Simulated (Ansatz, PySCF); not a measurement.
chlorine (Cl₂), SMILES ClCl.

The structure is a stationary point at B3LYP-D3(BJ)/def2-TZVPD.

Two levels are set side by side: PBE/def2-TZVPD (Ansatz, an electronic-structure program) and EOM-CCSD/aug-cc-pVDZ (PySCF). PBE by ΔSCF, the other level by its IP root; same geometry, the bases differ. Differences are taken from unrounded values.

```tsv
quantity	EOM-CCSD	PBE	PBE minus EOM-CCSD
vertical ionisation energy (eV)	11.39	11.24	-0.16
```

On these quantities the two levels nearly agree.
